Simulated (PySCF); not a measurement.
Method: TPSS-D3(BJ)/def2-TZVP // TPSS-D3(BJ)/def2-SVP (PySCF 2.14.0). Isolated molecules, 0 K electronic values unless said otherwise. 

Reference species (SMILES): `[CH3]` (neutral, multiplicity 2).

| Quantity | Value |
|---|---|
| highest occupied spin orbital | -5.50 eV |

Changed species: `[SH]` (free radical SH; the reference has free radical CH3).

Task: Give the shifts of the highest occupied spin orbital.

Result: the highest occupied spin orbital falls by 0.75 eV, to -6.25 eV.
